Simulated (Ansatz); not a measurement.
**LiC+ (triplet): wave-function methods side by side, aug-cc-pVTZ**

An exercise on one series of results from a longer session: the logs are not shown, and one member is left open.

Computed with Ansatz 0.2.0, Gaussian basis. Level: aug-cc-pVTZ, core rule «outside noble gas», up to 2 orbitals frozen.

The runs, in order: UHF; CCSD(T) on ROHF; CCSD(T) on UHF; BCCD(T) on ROHF; CCSDT(Q) on ROHF; CCSDT(Q) on UHF; Full CI.

22 further runs of the same task are left out: 5 for a known fault of the program, 6 that didn't finish, 11 set aside as unsound or not needed. Runs told in other sessions of the task aren't counted.

**What is computed**

The geometry is a PBE0/def2-TZVP stationary point (not a proven minimum).

2 atoms, charge 1, spin multiplicity 3.

Atoms are counted from 1 here; the program's logs count them from 0.

Bond lengths: C1–Li2 2.280 Å.

Geometry (Å):

```xyz
2
CLi
C     0.0000    0.0000    0.0000
Li    0.0000    0.0000    2.2800
```

The first run:

in.yaml

```yaml
crystal:
  periodic: [false, false, false]
  atoms:
    - {symbol: C, position_ang: [0.000000, 0.000000, 0.000000]}
    - {symbol: Li, position_ang: [0.000000, 0.000000, 2.280000]}
basis:
  gaussian: {orbitals: aug-cc-pVTZ}
total_charge: 1
magnetization: {spin_polarized: true, initial_magnetization: 2}
hamiltonian: {xc: hf}
output: {orbitals: {seedname: orbitals}}
```

Command:

```sh
$ ansatz run in.yaml --threads 1 --pin off --events-out ev --progress --plain --max-ram 2393MiB
```

Steps of the session up to this table: UHF; CCSD(T) on ROHF; CCSD(T) on UHF; BCCD(T) on ROHF; CCSDT(Q) on ROHF; CCSDT(Q) on UHF; Full CI.

One table of the session follows, with a row left open; its other results are not shown here.

It belongs to the step «Misses and costs». 

```
   method  from FCI (kcal/mol)
     ROHF               +58.84
      UHF                    ?
     RMP2               +14.10
     UMP2               +13.99
    RCCSD                +1.73
    UCCSD                +1.62
 RCCSD(T)                +0.33
 UCCSD(T)                +0.28
  BCCD(T)                +0.32
   RCCSDT                +0.01
   UCCSDT                -0.03
RCCSDT(Q)                -0.01
UCCSDT(Q)                -0.05
      FCI                    0
```

Estimate the missing values for UHF.

**Answer.** from FCI (kcal/mol): +56.03. In the column «from FCI (kcal/mol)» it lies between RMP2 (+14.10) and ROHF (+58.84).

Limits of these values: UCCSDT(Q) falls below full CI: unrestricted runs freeze a spin-polarised core, another one than full CI's, and coupled cluster isn't variational. Levels on UHF freeze UHF's core orbitals, full CI those of ROHF, so the U rows can settle a little off it for that reason alone. Restricted and unrestricted rows rest on different reference determinants; a gap between their highest levels can come from leftover correlation error, from unlike frozen cores or from another state.
